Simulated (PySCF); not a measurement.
# B₂H₄: relaxation and vibrations of the triplet

Aim: relax B₂H₄ as a triplet from a doubly bridged, planar start, check by its vibrations whether the end is a minimum, and collect its spectrum and constants.

Computed with PySCF 2.14.0. Level: PBE0, basis B def2-TZVP, H def2-TZVP, no relativity, density fitting.

## (1) The starting structure

6 atoms, charge 0, spin multiplicity 3.

Bond lengths: B1–B2 1.692 Å, B1–H3 1.240 Å, B1–H4 1.240 Å, B1–H5 1.170 Å, B2–H3 1.240 Å, B2–H4 1.240 Å, B2–H6 1.170 Å. Angles: B2–B1–H3 47.0°, B2–B1–H4 47.0°, B2–B1–H5 180.0°, H3–B1–H4 94.0°, H3–B1–H5 133.0°, H4–B1–H5 133.0°, B1–B2–H3 47.0°, B1–B2–H4 47.0°, B1–B2–H6 180.0°, H3–B2–H4 94.0°, H3–B2–H6 133.0°, H4–B2–H6 133.0°, B1–H3–B2 86.0°, B1–H4–B2 86.0°.

Coordinates in bohr (charge 0 multiplicity 3):
```
B     1.5983    0.0000    0.0000
B    -1.5983    0.0000    0.0000
H     0.0000    1.7140    0.0000
H     0.0000   -1.7140    0.0000
H     3.8093    0.0000    0.0000
H    -3.8093    0.0000    0.0000
```

## (2) Finding the electronic state

The steps below are one call of a driver around PySCF. For each, scf.py gives the equivalent set-up of the SCF; relaxations use the driver's own optimiser. After this first run the driver tries any further starts and a stability analysis.

The input, scf.py:

```python
from pyscf import gto, scf, dft
mol = gto.M(atom='''
B      0.845800     0.000000     0.000000
B     -0.845800     0.000000     0.000000
H      0.000000     0.907000     0.000000
H      0.000000    -0.907000     0.000000
H      2.015800     0.000000     0.000000
H     -2.015800     0.000000     0.000000''',
    basis={'B': 'def2-TZVP', 'H': 'def2-TZVP'},
    charge=0, spin=2)
mf = dft.UKS(mol, xc='PBE0')
mf.grids.atom_grid = (50, 194)
aux = {'B': 'def2-universal-JKFIT', 'H': 'def2-universal-JKFIT'}
mf = mf.density_fit(auxbasis=aux)
mf.conv_tol = 1e-08
mf.diis_space = 10
mf.max_cycle = 60
mf.init_guess = 'minao'
mf.verbose = 4
mf.kernel()
```

Run with:

```sh
> OMP_NUM_THREADS=4 python axn.py task.json out
```

Output:

```text
init E= -52.0006784901297
[... the frontier-level lines of each cycle are left out ...]
cycle= 1 E= -51.8085302069157  delta_E= 0.192  |g|= 0.0894  |ddm|= 1.31
cycle= 2 E= -51.815515611196  delta_E= -0.00699  |g|= 0.0311  |ddm|= 0.192
cycle= 3 E= -51.8162905709508  delta_E= -0.000775  |g|= 0.0155  |ddm|= 0.0738
cycle= 4 E= -51.8164931041297  delta_E= -0.000203  |g|= 0.00317  |ddm|= 0.0192
cycle= 5 E= -51.8165079989015  delta_E= -1.49e-05  |g|= 0.000956  |ddm|= 0.00954
cycle= 6 E= -51.816509238819  delta_E= -1.24e-06  |g|= 0.000153  |ddm|= 0.00234
cycle= 7 E= -51.8165092703031  delta_E= -3.15e-08  |g|= 2.58e-05  |ddm|= 0.000332
cycle= 8 E= -51.8165092712449  delta_E= -9.42e-10  |g|= 3.46e-06  |ddm|= 6.33e-05
Extra cycle  E= -51.8165092712582  delta_E= -1.33e-11  |g|= 1.17e-06  |ddm|= 5.88e-06
converged SCF energy = -51.8165092712582  <S^2> = 2.0143491  2S+1 = 3.0095509
```

This step, with its further starts and checks, took 6 s on 4 threads of Arm Neoverse V2, shared host.

Energies from each starting density:

| start | energy (Eh) |
| --- | --- |
| the minimal-basis guess | -51.816509 |
| a thermally smeared density | -51.816509 |
| a smeared PBE density | -51.816509 |

No lower solution of this spin turned up from the other starts or in the test of internal stability.

## (3) Relaxation: doubly bridged, planar start, triplet

The program finds D2h symmetry in the start, which this walk keeps.

scf.py, as its differences from that of step 2:

```diff
@@ -18 +17,0 @@
-mf.init_guess = 'minao'
```

Energy and gradient, step by step:

```csv
step,energy (Eh),change (kJ/mol),largest symmetric gradient (Eh/bohr)
0,-51.816509,0.00,0.04725
1,-51.824508,-21.00,0.01752
2,-51.825893,-24.64,0.00319
3,-51.825936,-24.75,0.00123
4,-51.825939,-24.76,0.00025
5,-51.825939,-24.76,0.00003
```

The walk took 4.9 s.

Geometry (Å) and forces (eV/Å) at some steps:

```
step 0
B    0.846   0.000   0.000   0.402   0.000   0.000
B   -0.846   0.000   0.000  -0.402   0.000   0.000
H    0.000   0.907   0.000   0.000   2.430   0.000
H    0.000  -0.907   0.000   0.000  -2.430   0.000
H    2.016   0.000   0.000  -0.006   0.000   0.000
H   -2.016   0.000   0.000   0.006   0.000   0.000
step 1
B    0.837   0.000   0.000   0.262   0.000   0.000
B   -0.837   0.000   0.000  -0.262   0.000   0.000
H    0.000   0.975   0.000   0.000   0.901   0.000
H    0.000  -0.975   0.000   0.000  -0.901   0.000
H    2.007   0.000   0.000  -0.005   0.000   0.000
H   -2.007   0.000   0.000   0.005   0.000   0.000
step 3
B    0.835   0.000   0.000   0.063   0.000   0.000
B   -0.835   0.000   0.000  -0.063   0.000   0.000
H    0.000   1.019   0.000   0.000   0.013   0.000
H    0.000  -1.019   0.000   0.000  -0.013   0.000
H    2.006   0.000   0.000   0.003   0.000   0.000
H   -2.006   0.000   0.000  -0.003   0.000   0.000
step 5
B    0.837   0.000   0.000   0.000   0.000   0.000
B   -0.837   0.000   0.000   0.000   0.000   0.000
H    0.000   1.019   0.000   0.000  -0.002   0.000
H    0.000  -1.019   0.000   0.000   0.002   0.000
H    2.007   0.000   0.000   0.000   0.000   0.000
H   -2.007   0.000   0.000   0.000   0.000   0.000
```

End point (D2h, 5 steps, 24.8 kJ/mol gained): B–B 1.674 Å, B–H 1.170 Å (×2), B–H 1.319 Å (×4); B–B–H 50.6° (×4), B–B–H 180.0° (×2), B–H–B 78.8° (×2), H–B–H 101.2° (×2), H–B–H 129.4° (×4).

## (4) Vibrations and properties at this point

On the finer grid the gradient is checked again; gradients at displacements of ±0.02 bohr then give force constants and infrared intensities.

scf.py, as its differences from that of step 3:

```diff
@@ -3,6 +3,6 @@
-B      0.845800     0.000000     0.000000
-B     -0.845800     0.000000     0.000000
-H      0.000000     0.907000     0.000000
-H      0.000000    -0.907000     0.000000
-H      2.015800     0.000000     0.000000
-H     -2.015800     0.000000     0.000000''',
+B      0.836957    -0.000000     0.000000
+B     -0.836957     0.000000     0.000000
+H      0.000000     1.018877     0.000000
+H     -0.000000    -1.018877     0.000000
+H      2.007449    -0.000000     0.000000
+H     -2.007449     0.000000     0.000000''',
@@ -12 +12 @@
-mf.grids.atom_grid = (50, 194)
+mf.grids.atom_grid = (75, 302)
@@ -15 +15 @@
-mf.conv_tol = 1e-08
+mf.conv_tol = 1e-10
```

This SCF starts from the last density.

SCF at the final geometry:

```text
init E= -51.8259514292485
[... the frontier-level lines of each cycle are left out ...]
cycle= 1 E= -51.8259514292492  delta_E= -6.68e-13  |g|= 8.31e-07  |ddm|= 3.07e-06
Extra cycle  E= -51.8259514292493  delta_E= -7.11e-14  |g|= 6.25e-07  |ddm|= 1.66e-06
converged SCF energy = -51.8259514292493  <S^2> = 2.0146089  2S+1 = 3.0097235
```

The whole step took 32 s.

Geometry: D2h; B–B 1.674 Å, B–H 1.170 Å (×2), B–H 1.319 Å (×4); B–B–H 50.6° (×4), B–B–H 180.0° (×2), B–H–B 78.8° (×2), H–B–H 101.2° (×2), H–B–H 129.4° (×4).

Harmonic modes (main isotopes):

| symmetry | ω (cm⁻¹) | IR (km/mol) |
| --- | --- | --- |
| b3g | 1226i | 0.0 |
| b2u | 887i | 251 |
| b2g | 300 | 0.0 |
| b3u | 368 | 28.1 |
| b3g | 404 | 0.0 |
| b3u | 522 | 2.7 |
| ag | 982 | 0.0 |
| b1u | 1020 | 274 |
| b2u | 2192 | 9.9 |
| ag | 2277 | 0.0 |
| b1u | 2836 | 0.3 |
| ag | 2859 | 0.0 |

2 modes are imaginary, the largest at 1226i cm⁻¹: a saddle point, not a minimum.

Constants and moments:

```
Dipole moment                                                   : 0.00 D
Highest occupied level                                          : -3.42 eV
Lowest empty level                                              : -3.39 eV
Rotational constants                                            : 8.056, 0.7159, 0.6575 cm⁻¹
Zero-point energy (real modes)                                  : 82.3 kJ/mol
Principal polarisabilities                                      : 27.4, 37.0, 62.7 bohr³
Atomisation energy without zero-point energy                    : 1536 kJ/mol
Principal traceless quadrupole moments about the centre of mass : -0.92, -0.03, 0.95 D Å
Spin squared ⟨S²⟩                                               : 2.015
```

Populations by atom (charges in e):

| atom | Mulliken | Löwdin | polar tensor | spin (Mulliken) | Mayer order to B1 |
| --- | --- | --- | --- | --- | --- |
| B1 | -0.35 | -0.32 | -0.27 | 1.15 | – |
| B2 | -0.35 | -0.32 | -0.27 | 1.15 | 1.18 |
| H3,4 | 0.22 | 0.24 | 0.17 | -0.08 | 0.47 |
| H5 | 0.13 | 0.08 | 0.10 | -0.07 | 0.94 |
| H6 | 0.13 | 0.08 | 0.10 | -0.07 | 0.04 |

Outer orbital energies (eV). α occupied: -185.79, -185.77, -19.14, -12.93, -12.90, -11.64, -7.29, -3.42; empty: -0.89, 0.78, 0.91, 1.90. β occupied: -185.47, -185.45, -18.02, -12.24, -11.97, -11.42; empty: -3.39, -0.03, 0.74, 1.20.

Mulliken populations on B1: s 3.05, p 2.21, d 0.08, f 0.01.

## (5) Downhill along the imaginary mode

The start is the last point, displaced along its most imaginary mode.

The program finds C2h symmetry in the start, which this walk keeps.

scf.py, as its differences from that of step 4:

```diff
@@ -3,6 +3,6 @@
-B      0.836957    -0.000000     0.000000
-B     -0.836957     0.000000     0.000000
-H      0.000000     1.018877     0.000000
-H     -0.000000    -1.018877     0.000000
-H      2.007449    -0.000000     0.000000
-H     -2.007449     0.000000     0.000000''',
+B      0.836957     0.027204     0.000000
+B     -0.836957    -0.027204    -0.000000
+H      0.120000     1.018877    -0.000000
+H     -0.120000    -1.018877     0.000000
+H      2.007449    -0.062994     0.000000
+H     -2.007449     0.062994    -0.000000''',
@@ -12 +12 @@
-mf.grids.atom_grid = (75, 302)
+mf.grids.atom_grid = (50, 194)
@@ -15 +15 @@
-mf.conv_tol = 1e-10
+mf.conv_tol = 1e-08
```

Energy and gradient, step by step:

```csv
step,energy (Eh),change (kJ/mol),largest symmetric gradient (Eh/bohr)
0,-51.830120,0.00,0.01936
1,-51.834911,-12.58,0.03025
2,-51.841538,-29.98,0.03437
3,-51.850031,-52.27,0.03275
4,-51.858710,-75.06,0.02792
5,-51.879917,-130.74,0.02814
6,-51.881701,-135.43,0.01282
7,-51.882285,-136.96,0.00176
8,-51.882324,-137.06,0.00101
9,-51.882337,-137.10,0.00075
10,-51.882343,-137.11,0.00044
11,-51.882345,-137.12,0.00018
```

The walk took 11 s.

Positions (Å) and forces (eV/Å) along the way:

```
step 0
B    0.837   0.027   0.000  -0.112   0.996   0.000
B   -0.837  -0.027   0.000   0.112  -0.996   0.000
H    0.120   1.019   0.000   0.330   0.839   0.000
H   -0.120  -1.019   0.000  -0.330  -0.839   0.000
H    2.007  -0.063   0.000  -0.095  -0.295   0.000
H   -2.007   0.063   0.000   0.095   0.295   0.000
step 1
B    0.828   0.051   0.000  -0.268   1.555   0.000
B   -0.828  -0.051   0.000   0.268  -1.555   0.000
H    0.121   1.057   0.000   0.655   0.616   0.000
H   -0.121  -1.057   0.000  -0.655  -0.616   0.000
H    1.993  -0.074   0.000  -0.044  -0.341   0.000
H   -1.993   0.074   0.000   0.044   0.341   0.000
step 6
B    0.750   0.316   0.000   0.659  -0.008   0.000
B   -0.750  -0.316   0.000  -0.659   0.008   0.000
H    0.277   1.430   0.000   0.075   0.157   0.000
H   -0.277  -1.430   0.000  -0.075  -0.157   0.000
H    1.858  -0.114   0.000  -0.150   0.158   0.000
H   -1.858   0.114   0.000   0.150  -0.158   0.000
step 11
B    0.764   0.327   0.000  -0.002  -0.009   0.000
B   -0.764  -0.327   0.000   0.002   0.009   0.000
H    0.315   1.457   0.000  -0.002   0.003   0.000
H   -0.315  -1.457   0.000   0.002  -0.003   0.000
H    1.868  -0.092   0.000  -0.004   0.001   0.000
H   -1.868   0.092   0.000   0.004  -0.001   0.000
```

After 11 steps and 137.1 kJ/mol it ends at C2h: B–B 1.662 Å, B–H 1.181 Å (×2), B–H 1.215 Å (×2); B–B–H 91.6° (×2), B–B–H 136.0° (×2), H–B–H 132.5° (×2).

## (6) Vibrations and properties at this point

As before: finer grid, then central differences.

scf.py, as its differences from that of step 5:

```diff
@@ -3,6 +3,6 @@
-B      0.836957     0.027204     0.000000
-B     -0.836957    -0.027204    -0.000000
-H      0.120000     1.018877    -0.000000
-H     -0.120000    -1.018877     0.000000
-H      2.007449    -0.062994     0.000000
-H     -2.007449     0.062994    -0.000000''',
+B      0.763669     0.327370    -0.000000
+B     -0.763669    -0.327370     0.000000
+H      0.315049     1.456888    -0.000000
+H     -0.315049    -1.456888     0.000000
+H      1.867795    -0.092128     0.000000
+H     -1.867795     0.092128    -0.000000''',
@@ -12 +12 @@
-mf.grids.atom_grid = (50, 194)
+mf.grids.atom_grid = (75, 302)
@@ -15 +15 @@
-mf.conv_tol = 1e-08
+mf.conv_tol = 1e-10
```

Log of the central SCF (cycles and frontier levels):

```text
init E= -51.8823376332552
[... the frontier-level lines of each cycle are left out ...]
cycle= 1 E= -51.8823376332562  delta_E= -1.01e-12  |g|= 3.62e-07  |ddm|= 1.06e-06
Extra cycle  E= -51.8823376332563  delta_E= -7.11e-14  |g|= 1.61e-07  |ddm|= 6.49e-07
converged SCF energy = -51.8823376332563  <S^2> = 2.0060433  2S+1 = 3.0040262
```

The whole step took 39 s on 4 threads of Arm Neoverse V2, shared host.

Geometry: C2h; B–B 1.662 Å, B–H 1.181 Å (×2), B–H 1.215 Å (×2); B–B–H 91.5° (×2), B–B–H 136.0° (×2), H–B–H 132.5° (×2).

Harmonic modes (main isotopes):

```csv
symmetry,ω (cm⁻¹),IR (km/mol)
bu,376,24.9
au,543,4.0
ag,564,0.0
bg,660,0.0
au,747,0.7
ag,873,0.0
bu,924,39.7
ag,1050,0.0
ag,2425,0.0
bu,2453,5.3
bu,2767,85.1
ag,2775,0.0
```

No imaginary mode, so this is a minimum.

Constants and moments:

| Item | Value |
| --- | --- |
| Dipole moment | 0.00 D |
| Highest occupied level | -6.65 eV |
| Lowest empty level | -3.90 eV |
| Rotational constants | 3.913, 0.7519, 0.6307 cm⁻¹ |
| Zero-point energy | 96.6 kJ/mol |
| Principal polarisabilities | 28.1, 32.7, 51.6 bohr³ |
| Atomisation energy without zero-point energy | 1684 kJ/mol |
| Principal traceless quadrupole moments about the centre of mass | -0.56, -0.55, 1.12 D Å |
| Entropy at 298.15 K and 1 bar (electronic part: spin only) | 247.0 J/(mol K) |
| Heat capacity Cp at 298.15 K | 61.6 J/(mol K) |
| Enthalpy at 298.15 K above 0 K | 12.73 kJ/mol |
| Rotational symmetry number | 2 |
| Spin squared ⟨S²⟩ | 2.006 |

Populations by atom (charges in e):

| atom | Mulliken | Löwdin | polar tensor | spin (Mulliken) | Mayer order to B1 |
| --- | --- | --- | --- | --- | --- |
| B1 | -0.15 | -0.23 | 0.12 | 0.89 | – |
| B2 | -0.15 | -0.23 | 0.12 | 0.89 | 1.26 |
| H3 | 0.10 | 0.17 | -0.04 | 0.14 | 0.85 |
| H4 | 0.10 | 0.17 | -0.04 | 0.14 | 0.08 |
| H5 | 0.06 | 0.07 | -0.08 | -0.03 | 0.98 |
| H6 | 0.06 | 0.07 | -0.08 | -0.03 | 0.00 |

Outer orbital energies (eV). α occupied: -185.31, -185.30, -16.89, -13.20, -11.83, -10.41, -7.94, -6.65; empty: -0.64, 1.62, 2.07, 2.18. β occupied: -185.01, -185.00, -15.15, -12.25, -11.12, -10.08; empty: -3.90, -2.81, 0.81, 2.01.

Mulliken populations on B1: s 3.10, p 1.99, d 0.06, f 0.01.

## (7) The points found, side by side

| spin | group | bonds | imaginary modes (cm⁻¹) | ΔE (kJ/mol) | with zero-point energy |
| --- | --- | --- | --- | --- | --- |
| triplet | C2h | B–B 1.662 Å, B–H 1.181 Å (×2), B–H 1.215 Å (×2) | none | 0.0 | 0.0 |
| triplet | D2h | B–B 1.674 Å, B–H 1.170 Å (×2), B–H 1.319 Å (×4) | 1226i, 887i | 148.0 | – |

## (8) Outcome

| quantity | value |
| --- | --- |
| minimum | triplet, C2h |
| geometry | B–B 1.662 Å, B–H 1.181 Å (×2), B–H 1.215 Å (×2); B–B–H 91.5° (×2), B–B–H 136.0° (×2), H–B–H 132.5° (×2) |
| wavenumbers (cm⁻¹) | 376 (bu), 543 (au), 564 (ag), 660 (bg), 747 (au), 873 (ag), 924 (bu), 1050 (ag), 2425 (ag), 2453 (bu), 2767 (bu), 2775 (ag) |
| dipole moment | 0.00 D |
| highest occupied, lowest empty level (either spin) | -6.65, -3.90 eV |
| polar-tensor charge of B1 | +0.12 e |
| zero-point energy | 96.6 kJ/mol |
| entropy at 298.15 K | 247.0 J/(mol K) |
| atomisation energy (no zero-point energy) | 1684 kJ/mol |
| ⟨S²⟩ | 2.006 |

In words: From D2h at the start the molecule goes to a C2h minimum, after a stop at a second-order saddle point 148.0 kJ/mol higher, from which it was pushed off along an imaginary mode. In the infrared the band at 2767 cm⁻¹ (bu) leads. Only this shape and spin were tried, so other structures or states may lie lower.

The search up to here took 93 s.
